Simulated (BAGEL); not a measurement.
# A workflow on CH5BN− (SMILES [BH3-]N=C)

We compute the energy (HF/6-31G*), then energy and forces (CASPT2(2,2)/6-31G*) of CH5BN−. 

The results are computed with BAGEL 1.2.2.

3 further runs of the same task are left out: 1 that didn't finish, 2 set aside as unsound or not needed.

## 1. Starting point

CH5BN− has 8 atoms, charge -1, and is taken as a singlet. SMILES: `[BH3-]N=C`. The coordinates come from a GFN2-xTB relaxation.

Bond lengths: B1–N2 1.547 Å, N2–C3 1.237 Å, B1–H4 1.227 Å, B1–H5 1.222 Å, B1–H6 1.227 Å, C3–H7 1.118 Å, C3–H8 1.106 Å. Angles: B1–N2–C3 122.9°, N2–B1–H4 109.8°, N2–B1–H5 108.3°, N2–B1–H6 109.4°, N2–C3–H7 126.8°, N2–C3–H8 120.8°, H4–B1–H5 110.1°, H4–B1–H6 109.4°, H5–B1–H6 109.9°, H7–C3–H8 112.4°.

## 2. A single-point energy at HF/6-31G(d) (density fitting with qzvpp-jkfit, spherical functions) (run 1)

job.json reads:

```json
{ "bagel": [

{
  "title": "molecule",
  "basis": "6-31gs.json",
  "df_basis": "qzvpp-jkfit",
  "geometry": [
    { "atom": "B", "xyz": [  0.31293865,  1.95142568,  0.59904318 ] },
    { "atom": "N", "xyz": [  1.27894774, -0.64883746, -0.32176367 ] },
    { "atom": "C", "xyz": [ -0.14768210, -2.44379382, -0.77592155 ] },
    { "atom": "H", "xyz": [ -1.17816865,  2.82676572, -0.94682838 ] },
    { "atom": "H", "xyz": [  2.12989142,  3.35872362,  0.83200862 ] },
    { "atom": "H", "xyz": [ -0.75606053,  1.69661501,  2.64058990 ] },
    { "atom": "H", "xyz": [ -2.25323384, -2.46150056, -0.60110298 ] },
    { "atom": "H", "xyz": [  0.61336731, -4.27937930, -1.42606292 ] }
  ]
},
{ "title": "hf", "charge": -1 },
{ "title": "print", "file": "orbitals.molden", "orbitals": true }

]}
```

The basis set 6-31G* is read from a file made from the Basis Set Exchange's data (not shown).

On the command line:

```console
$ BAGEL_NUM_THREADS=1 BAGEL job.json > job.out
```

The log of the run:

```text
* using 1 threads per process

  ===============================================================
  ===============================================================

  *** Geometry ***

  { "atom" : "B", "xyz" : [      0.312939,      1.951426,      0.599043 ] },
  { "atom" : "N", "xyz" : [      1.278948,     -0.648837,     -0.321764 ] },
  { "atom" : "C", "xyz" : [     -0.147682,     -2.443794,     -0.775922 ] },
  { "atom" : "H", "xyz" : [     -1.178169,      2.826766,     -0.946828 ] },
  { "atom" : "H", "xyz" : [      2.129891,      3.358724,      0.832009 ] },
  { "atom" : "H", "xyz" : [     -0.756061,      1.696615,      2.640590 ] },
  { "atom" : "H", "xyz" : [     -2.253234,     -2.461501,     -0.601103 ] },
  { "atom" : "H", "xyz" : [      0.613367,     -4.279379,     -1.426063 ] },

  Number of auxiliary basis functions:      317

  Since a DF basis is specified, we compute 2- and 3-index integrals:
    o Being stored without compression. Storage requirement is 0.007 GB

  Number of basis functions:       52
  Number of electrons      :       23

    * METHOD: MOLECULE                             0.08

  *** RHF ***

  === Nuclear Repulsion ===
    63.9412384828

      * DIIS with orbital gradients will be used.

  === RHF iteration (6-31gs.json) ===
      0       -119.64475617          0.03203809           0.01
      1       -119.77182291          0.02259654           0.01
      2       -119.86376378          0.00307602           0.01
      3       -119.86662840          0.00105394           0.01
      4       -119.86701399          0.00037596           0.01
      5       -119.86711909          0.00013165           0.01
      6       -119.86712766          0.00003781           0.01
      7       -119.86712821          0.00000598           0.01
      8       -119.86712823          0.00000311           0.01
      9       -119.86712823          0.00000074           0.01
     10       -119.86712823          0.00000016           0.01
     11       -119.86712823          0.00000006           0.01
     12       -119.86712823          0.00000003           0.01
     13       -119.86712823          0.00000001           0.01
     14       -119.86712823          0.00000000           0.01
    * SCF iteration converged.

    * Permanent dipole moment:
           (    0.343497,     1.684642,     0.511613) a.u.

    * METHOD: HF                                   0.26

    * METHOD: PRINT                                0.01

  ===============================================================
```

Run time: 0.48 s. Hardware: 1 thread of Arm Neoverse V1, shared host.

## 3. Energy and forces at CASPT2(2,2)/6-31G(d) (density fitting with qzvpp-jkfit, spherical functions) (run 2)

input.json reads:

```json
{ "bagel" : [

{
  "title" : "molecule",
  "basis" : "6-31gs.json",
  "df_basis" : "qzvpp-jkfit",
  "angstrom" : false,
  "geometry" : [
    { "atom" : "B", "xyz" : [     0.31293865,     1.95142568,     0.59904318 ] },
    { "atom" : "N", "xyz" : [     1.27894774,    -0.64883746,    -0.32176367 ] },
    { "atom" : "C", "xyz" : [    -0.14768210,    -2.44379382,    -0.77592155 ] },
    { "atom" : "H", "xyz" : [    -1.17816865,     2.82676572,    -0.94682838 ] },
    { "atom" : "H", "xyz" : [     2.12989142,     3.35872362,     0.83200862 ] },
    { "atom" : "H", "xyz" : [    -0.75606053,     1.69661501,     2.64058990 ] },
    { "atom" : "H", "xyz" : [    -2.25323384,    -2.46150056,    -0.60110298 ] },
    { "atom" : "H", "xyz" : [     0.61336731,    -4.27937930,    -1.42606292 ] }
  ]
},

{ "title" : "hf", "charge" : -1 },

{
  "title" : "force",
  "method" : [
    {
      "title" : "caspt2",
      "smith" : {
        "method" : "caspt2",
        "ms" : true,
        "xms" : true,
        "sssr" : false,
        "shift" : 0.2,
        "ncore" : 3
      },
      "nstate" : 1,
      "nact" : 2,
      "nclosed" : 11,
      "charge" : -1,
      "active" : [9, 13],
      "thresh" : 1.0e-5,
      "maxiter" : 200,
      "fci_algorithm" : "hz",
      "natocc" : true
    }
  ]
}

]}
```

The basis set 6-31G* is read from a file made from the Basis Set Exchange's data (not shown).

On the command line:

```console
$ BAGEL_NUM_THREADS=1 BAGEL input.json > input.out
```

The log of the run:

```text
* using 1 threads per process

  ===============================================================
  ===============================================================

  *** Geometry ***

  { "atom" : "B", "xyz" : [      0.312939,      1.951426,      0.599043 ] },
  { "atom" : "N", "xyz" : [      1.278948,     -0.648837,     -0.321764 ] },
  { "atom" : "C", "xyz" : [     -0.147682,     -2.443794,     -0.775922 ] },
[... 4 lines of this table left out ...]
  { "atom" : "H", "xyz" : [      0.613367,     -4.279379,     -1.426063 ] },

  Number of auxiliary basis functions:      317

  Since a DF basis is specified, we compute 2- and 3-index integrals:
    o Being stored without compression. Storage requirement is 0.007 GB

  Number of basis functions:       52
  Number of electrons      :       23

    * METHOD: MOLECULE                             0.08

  *** RHF ***

  === Nuclear Repulsion ===
    63.9412384828

      * DIIS with orbital gradients will be used.

  === RHF iteration (6-31gs.json) ===
      0       -119.64475617          0.03203809           0.01
      1       -119.77182291          0.02259654           0.01
      2       -119.86376378          0.00307602           0.01
[... 11 lines of this table left out ...]
     14       -119.86712823          0.00000000           0.01
    * SCF iteration converged.

    * Permanent dipole moment:
[... 28 lines left out ...]
    * Second-order optimization converged. *
[... 9 lines left out ...]
     * ci vector, state   0, <S^2> = 0.0000
[... 13 lines left out ...]
    * Zeroth order energy : state  0       -0.3602024747
[... 13 lines left out ...]
    * CASPT2 energy : state  0     -120.2447242365
[... 1 line left out ...]
        reference weight              0.9067092155
[... 9 lines left out ...]
      -------------------

    * CASPT2 energy:  -120.244724236501
    * Permanent dipole moment: CASPT2 unrelaxed
           (    0.329594,     1.696067,     0.516806) a.u.

  === CASSCF Z-vector iteration ===

         0      0.0007979428     0.0125884588      0.02
         1      0.0002324765     0.0014803686      0.02
         2      0.0000784514     0.0003853396      0.02
         3      0.0000157100     0.0001926805      0.02
         4      0.0000083750     0.0000049278      0.02
         5      0.0000019330     0.0000132812      0.02
         6      0.0000003733     0.0000033305      0.02
    * Permanent dipole moment: CASPT2 relaxed
           (    0.299874,     1.640856,     0.500579) a.u.

  * Nuclear energy gradient

    o Atom   0
        x          0.0011823947
        y         -0.0038522551
        z         -0.0013674417
    o Atom   1
        x         -0.0329750424
        y         -0.0284223257
        z         -0.0064498278
    o Atom   2
        x          0.0303451871
        y          0.0387131070
        z          0.0098084537
    o Atom   3
        x          0.0024555753
        y         -0.0016900219
        z          0.0022899561
    o Atom   4
        x         -0.0015570280
        y         -0.0051613344
        z         -0.0012931992
    o Atom   5
        x          0.0016850634
        y         -0.0000187538
        z         -0.0033947352
    o Atom   6
        x         -0.0025715827
        y         -0.0021971198
        z         -0.0003025224
    o Atom   7
        x          0.0014354326
        y          0.0026287038
        z          0.0007093166

    * METHOD: FORCE                                1.90

  ===============================================================
```

Wall time 2.4 s (1 thread of Arm Neoverse V1, shared host).

## 4. Outcome

| quantity | value |
| --- | --- |
| run 1, HF/6-31G*: total energy | -119.86713 Eh |
| run 1, HF/6-31G*: HOMO energy | -3.85 eV |
| run 1, HF/6-31G*: LUMO energy | 10.29 eV |
| run 1, HF/6-31G*: HOMO–LUMO gap (to an unbound level, set by the basis) | 14.15 eV |
| run 2, CASPT2(2,2)/6-31G*: total energy | -120.24472 Eh |
| run 2, CASPT2(2,2)/6-31G*: largest force on an atom | 2.579 eV/Å |

The largest force (run 2, CASPT2(2,2)/6-31G*) is 2.58 eV/Å: the shape isn't a stationary point for this species at this level.
